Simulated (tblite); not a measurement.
# CFS2: the cost of one run

Computed with tblite 0.8.0 and PySCF 2.14.0; each step states its level. No surroundings beyond the atoms listed, unless a continuum is named. Atoms count from 0, parts from 1.

## Step 1: The system as given

4 atoms, charge -1, multiplicity 1; geometry: rigid parts in contact. Parts: 1 = atoms 0–2, `S=C=S`, charge 0; 2 = atom 3, `[F-]`, charge -1.

## Step 2: Bringing the parts together with GFN2-xTB

The job: settings as JSON, then the geometry in Å.

```
{"job": {"kind": "dock", "xc": "GFN2-xTB", "basis": "xTB"}, "charge": -1, "multiplicity": 1, "parts": [{"atoms": "0-2", "charge": 0, "multiplicity": 1}, {"atoms": "3-3", "charge": -1, "multiplicity": 1}]}
S     -1.550134     0.000387    -0.003662
C      0.000034     0.000031    -0.000028
S      1.550100    -0.000419     0.003691
F      3.469686    -1.667838    -0.381325
```

Method: GFN2-xTB search for minima from random contacts, gas phase.

Run with:

```sh
OMP_NUM_THREADS=1 python cluster_run.py task.json out
```

This one command runs all jobs of the session in turn.

Q: Estimate the wall time of this first job on 1 thread of Intel Xeon Platinum 8375C at 2.90GHz, shared host.

About 3.6 s.
